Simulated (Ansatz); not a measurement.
Working through a single point in a Gaussian basis of C3H8FN, SMILES CC(C)(N)F

Program: Ansatz 0.2.0 through its Python package.

`c3h8fn.xyz`
```text
13

C    -1.35210   -0.00640   -0.37370
C     0.06110    0.36640   -0.15210
C     0.91760   -0.86210   -0.28330
N     0.31160    1.03080    1.13140
F     0.46360    1.25570   -1.10990
H    -2.01600    0.96040   -0.34810
H    -1.51480   -0.38930   -1.37920
H    -1.74400   -0.65560    0.34790
H     0.69340   -1.61030    0.51310
H     2.00810   -0.59800   -0.11570
H     0.85000   -1.30480   -1.24690
H     0.21560    0.33620    1.89500
H     1.12610    1.44240    1.13640
```

Interactive session:
```pycon
>>> import json
>>> import ansatz as az
>>> config = {
...     "basis_set": "def2-SVP",
...     "method": "mp2",
... }
>>> molecule = az.Crystal.molecule_from_extxyz("c3h8fn.xyz")
>>> calculation = molecule.calculation()
>>> calculation = calculation.basis(gaussian=config["basis_set"]).correlation(config["method"])
>>> result = calculation.run(threads=1, pin="off")
>>> report = result.report
>>> report["mean_field"]["state"]["spin_squared"]
-3.552713678800501e-15
>>> print(f"E = {report['free_energy_ev']:.6f} eV = {report['free_energy_ev'] / 27.211386246:.7f} Ha")
E = -7420.809717 eV = -272.7097271 Ha
>>> print("converged:", report["converged"], " doubts:", report["published_state_doubts"] or "none")
converged: True  doubts: none
>>> print("correlation energy", round(report["free_energy_ev"] - report["reference_energy_ev"], 5), "eV")
correlation energy -21.3403 eV
>>> cluster = report["correlation"].get("coupled_cluster")
>>> if cluster:
...     print("cycles", cluster["cycles"], " T1 diagnostic", round(cluster["t1_diagnostic"], 4), " largest double", round(cluster["largest_double"], 4))
...
>>> field = report["mean_field"]
>>> print("<S^2> =", round(abs(field["state"]["spin_squared"]), 4), " all-electron relativity setting:", field["relativity"])
<S^2> = 0.0  all-electron relativity setting: none
>>> print("passes:", field["passes"])
passes: {'evaluations': 12, 'products': 37}
>>> if "symmetry" in field:
...     print("occupied orbitals by irrep:", field["symmetry"]["occupied"])
...
occupied orbitals by irrep: [{'A': 21}, {'A': 21}]
>>> with open("c3h8fn.json", "w") as handle:
...     json.dump({k: report[k] for k in ("free_energy_ev", "reference_energy_ev", "n_occupied", "n_virtual")}, handle, indent=1)
...
```

File `c3h8fn.json` afterwards:
```json
{
 "free_energy_ev": -7420.8097165140125,
 "reference_energy_ev": -7399.469414224784,
 "n_occupied": [
  16,
  16
 ],
 "n_virtual": [
  89,
  89
 ]
}
```

Caveats:
- Total energies depend on the basis set; only differences at equal settings carry meaning.
- The geometry is a force-field or estimated start, not a minimum of this method, and the basis set is short of its limit.
- Inner cores stay frozen, so this is valence correlation.
- S² is that of the Hartree-Fock reference.
- Hardware and time: 2.4 s on 1 thread of Arm Neoverse V1, with other jobs on the host, peak memory 0.25 GiB.
